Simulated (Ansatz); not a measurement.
Mulliken charges of `[NH2][Al][OH]` radical from PBE/def2-TZVPP in Ansatz (PBE0-D4/def2-TZVP geometry).

| atom | x (Å) | y (Å) | z (Å) | charge (e) |
| --- | --- | --- | --- | --- |
| N1 | -0.924 | 0.240 | -0.761 | -0.385 |
| Al2 | 0.595 | 0.601 | 0.071 | 0.285 |
| O3 | 1.194 | -0.618 | 1.101 | -0.354 |
| H4 | -1.434 | -0.624 | -0.657 | 0.140 |
| H5 | -1.395 | 0.862 | -1.397 | 0.140 |
| H6 | 2.006 | -0.525 | 1.597 | 0.173 |

Q: By hand: the dipole of these point charges (1 e Å = 4.8032 D).

A: Σ q r = (0.054, 0.240, -0.088) e Å, of length 0.261 e Å = 1.25 D.

Q: How does the dipole of the full density compare? (Estimate.)

A: The calculation gave: (0.010, 0.114, -0.052) e Å, 0.60 D; the point charges give 2.08 times that, at 9° from its direction.

Point charges leave out the atoms' own dipoles, such as those of lone pairs, and Mulliken's split depends on the basis, so the two needn't agree.
